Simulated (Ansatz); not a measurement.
# How fast does Si move in Si?

The calculation used Ansatz 0.2.0, DFT LDA, scalar-relativistic, plane waves, PAW. Run with 420 eV cutoff, 2×2×2 k-mesh, shifted by half a step, Gaussian smearing of 0.02 eV, no spin polarisation.

Host crystal, relaxed:

```xyz
2
Lattice="0.0000 2.7010 2.7010 2.7010 0.0000 2.7010 2.7010 2.7010 0.0000" Properties=species:S:1:pos:R:3 pbc="T T T"
Si    4.0515    4.0515    4.0515
Si    2.7010    2.7010    2.7010
```

In a supercell of 32 host sites, Si trades places with a neighbouring Si vacancy, moving 2.06 Å. Climbing-image nudged elastic band at fixed cell; the order of the saddle wasn't checked, and the small cell leaves errors of about a tenth of an eV.

```tsv
image	path (Å)	E − E(0) (eV)
0	0.00	0.000
1	0.38	0.050
2	0.76	0.179
3	1.14	0.270
4	1.51	0.179
5	1.89	0.050
6	2.27	0.000
```

Task: What are the barriers forward and back, and what attempt frequency does the shape suggest?

Result: Forward 0.27 eV, back 0.27 eV, the ends being level. For a sinusoidal profile E_b sin²(πx/l), with the Si atom alone moving, ν = (1/l)√(E_b/2m) = 3.3×10¹² s⁻¹, within an order of magnitude of the customary 10¹³ s⁻¹; a true prefactor needs the vibrations at the minimum and at the saddle.

Task: With ν = 10¹³ s⁻¹, how often does the exchange happen at 300, 600 and 1000 K once atom and vacancy are neighbours, taking the host as solid throughout? Does that give the diffusivity?

Result: k = ν exp(−E_b/k_BT):
```
T (K) k (1/s) wait (s)
  300   2.9×10⁸   3.5×10⁻⁹
  600  5.4×10¹⁰  1.9×10⁻¹¹
 1000  4.3×10¹¹  2.3×10⁻¹²
```

No. The atom can jump only when a vacancy is beside it, so where vacancies are thermal the activation energy of diffusion adds the vacancy's formation energy; where doping, quenching or off-stoichiometry fixes their number, it doesn't. And repeated exchanges only swap the two back and forth: Si gets on when the vacancy moves round it by other jumps, which the correlation factor counts. An error of 0.1 eV in the barrier changes k by a factor of 48 at 300 K and 3.2 at 1000 K.

Cost: 1 run of about 16 core-minutes, on Intel Xeon Processor @ 2.50GHz (Skylake/Cascade Lake) (shared hosts).